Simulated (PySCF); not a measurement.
# O2 (triplet): the SCF solver's settings

Aim: find out which solver settings change the answer for O2 (triplet).

Computed with PySCF 2.14.0. Level: each script names its method and basis.

## (1) Where the work starts

O2 (triplet): 2 atoms, charge 0, spin multiplicity 3.

Bond lengths: O1–O2 1.080 Å.

## (2) Base script

input.py

```python
from pyscf import gto, scf

mol = gto.M(
    atom='O 0 0 0; O 0 0 1.08',
    basis='6-311++g**',
    charge=0,
    spin=2,
    verbose=4,
)
mf = scf.UHF(mol)
mf.kernel()
mf.analyze()
print('orbital energies (hartree):', [e[max(0, n-3):n+3].round(4) for e, n in zip(mf.mo_energy, mol.nelec)])
```

Launch:

```console
$ python input.py
```

The log of this run is left out.

It gives: E(SCF) = -149.648379 Eh, 9 cycles, ⟨S²⟩ = 2.031, μ = 0.00 D.

The bond length is a typed value, not an optimised one. The triplet is typed in the script; nothing here shows that it is the ground state.

## (3) Damping 0.2

Run 1 changes damping: none → 0.2.

input.py

```python
from pyscf import gto, scf

mol = gto.M(
    atom='O 0 0 0; O 0 0 1.08',
    basis='6-311++g**',
    charge=0,
    spin=2,
    verbose=4,
)
mf = scf.UHF(mol)
mf.damp = 0.2
mf.diis_start_cycle = 8
mf.kernel()
mf.analyze()
print('orbital energies (hartree):', [e[max(0, n-3):n+3].round(4) for e, n in zip(mf.mo_energy, mol.nelec)])
```

Launch:

```console
$ python input.py
```

## (4) Smearing width 0.005 hartree

Run 2 changes smearing width: none → 0.005 hartree.

Edit input.py of step 2 so:

```diff
@@ -10,2 +10,3 @@
 mf = scf.UHF(mol)
+mf = scf.addons.smearing_(mf, sigma=0.005, method='fermi')
 mf.kernel()
```

## (5) Initial guess random

Run 3 changes initial guess: minao → random.

Edit input.py of step 2 so:

```diff
@@ -10,2 +10,3 @@
 mf = scf.UHF(mol)
+mf.init_guess = 'random'
 mf.kernel()
```

**Question.** What will these runs give? Wanted: for each run, E(SCF); from base; gap, α spin.

As calculated:

| run | E(SCF) (hartree) | from base (eV) | cycles | gap, α spin (eV) |
| --- | --- | --- | --- | --- |
| base | -149.648379 | 0 | 9 | 18.50 |
| damping 0.2 | -149.648379 | 0.0000 | 12 | 18.50 |
| smearing width 0.005 hartree | -149.318716 | not comparable | 10 | n/a |
| initial guess random | -149.648379 | 0.0000 | 9 | 18.50 |

Distance from each run's final energy (log10 hartree) by cycle:

| run | cycle 1 | cycle 2 | cycle 3 | cycle 5 | cycle 8 | cycle 12 |
| --- | --- | --- | --- | --- | --- | --- |
| base | -1.3 | -2.2 | -2.8 | -5.1 | -10.1 | done |
| damping 0.2 | -1.3 | -2.1 | -2.7 | -3.6 | -5.1 | < -11 |
| smearing width 0.005 hartree | -1.7 | -2.7 | -3.9 | -7.4 | -6.5 | done |
| initial guess random | -1.3 | -2.2 | -2.8 | -5.1 | -10.1 | done |

In words: The SCF energy stays the same, to the digits that matter, with damping 0.2 or initial guess random. PySCF falls back to minao for a guess that it doesn't know or can't read, so that run repeats the base. The base needs 9 cycles and the run with damping 0.2 needs 12.
